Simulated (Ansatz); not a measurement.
Relaxing Li₃Ag

Level of theory: Ansatz, DFT r2SCAN, scalar-relativistic, plane waves, PAW. Cutoff 500 eV, Γ-centred k mesh, Gaussian smearing, no spin polarisation in the final step.

Li₃Ag was placed on the Ni3Sn (D0_19) structure type (P6_3/mmc, No. 194), with Ag in place of Sn, Li in place of Ni, at a guessed volume.

```xyz
8
Lattice="5.7534 0.0000 0.0000 -2.8767 4.9826 0.0000 0.0000 0.0000 4.6180" Properties=species:S:1:pos:R:3 pbc="T T T"
Li    2.8767    3.3184    1.1545
Li   -1.4355    4.1505    3.4635
Li    1.4412    0.8321    1.1545
Li    0.0000    1.6642    3.4635
Li    4.3122    0.8321    1.1545
Li    1.4355    4.1505    3.4635
Ag    0.0000    3.3217    1.1545
Ag    2.8767    1.6609    3.4635
```

Cell and atoms relax at zero pressure; the relaxation can't lower the symmetry of the start.

Formation energies are uncorrected and refer to the elements' standard structures at the same level.

Q: Describe the relaxed structure.

A: It keeps P6_3/mmc (No. 194). The result has the Ni3Sn (D0_19) structure. Conventional cell: a = 5.774 Å, c = 4.686 Å. Li is coordinated by 8 Li at 2.78–2.99 Å and 4 Ag at 2.84–2.89 Å; Ag is coordinated by 12 Li at 2.84–2.89 Å.

```xyz
8
Lattice="5.7741 0.0000 0.0000 -2.8870 5.0005 0.0000 0.0000 0.0000 4.6863" Properties=species:S:1:pos:R:3 pbc="T T T"
Li    2.8870    3.2719    1.1716
Li   -1.3900    4.1362    3.5147
Li    1.4970    0.8643    1.1716
Li    0.0000    1.7286    3.5147
Li    4.2770    0.8643    1.1716
Li    1.3900    4.1362    3.5147
Ag    0.0000    3.3337    1.1716
Ag    2.8870    1.6668    3.5147
```

Q: What are its volume, energy, density and gap?

A: The volume per atom is 16.91 Å³, the density is 3.16 g/cm³ and the energy over the elements is -0.11 eV/atom. The gap on the 12×12×8 mesh is 0 eV (a metal).

The final run used a 12×12×8 mesh on its 8-atom cell and 0.10 eV smearing. The k mesh leaves about 4 meV/atom of noise in metals. A structure relaxed within its symmetry needn't be a true minimum. The steps took roughly 9 core-minutes in all.